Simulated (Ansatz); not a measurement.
A calculation with Ansatz (development build ahead of 0.2.0).

```yaml
crystal:
  periodic: [false, false, false]
  atoms:
    - { symbol: C, position_ang: [-0.89922, -0.23768, -0.04443] }
    - { symbol: C, position_ang: [0.17604, 0.70124, 0.43446] }
    - { symbol: C, position_ang: [0.75444, -0.44424, -0.35378] }
    - { symbol: H, position_ang: [-1.44303, 0.0181, -0.90718] }
    - { symbol: H, position_ang: [-1.2801, -0.95484, 0.62421] }
    - { symbol: H, position_ang: [0.37929, 0.71587, 1.50982] }
    - { symbol: H, position_ang: [0.21135, 1.69272, -0.02869] }
    - { symbol: H, position_ang: [0.99845, -0.2917, -1.36562] }
    - { symbol: H, position_ang: [1.16789, -1.2573, 0.16895] }
basis:
  gaussian: { orbitals: def2-SVP }
total_charge: 1
magnetization:
  spin_polarized: true
  initial_magnetization: 1
hamiltonian:
  xc: hf
correlation:
  method: mp2
  frozen_orbitals: { C: 1, H: 0 }
output:
  forces: true
```

The input is written out in the form of the current development build from the run's settings.

The run gave:

```
Converged                       : yes
Reference energy                : -116.64621 hartree
Correlation energy              : -0.37809 hartree
Total energy                    : -117.02430 hartree
Spin squared of the determinant : 0.775
Stability test                  : minimum
```

Forces (eV/Å):
```
atom      Fx      Fy      Fz
  C1   0.712   2.281   1.384
  C2  -0.267  -1.107  -0.678
  C3   0.387   2.345   1.415
  H4  -0.834   0.114  -1.538
  H5  -0.563  -1.398   0.855
  H6  -0.046  -0.503   0.073
  H7  -0.105  -0.168  -0.475
  H8   0.222  -0.018  -1.713
  H9   0.494  -1.547   0.677
```

Caution: MP2 on this radical cation hangs on the determinant chosen.
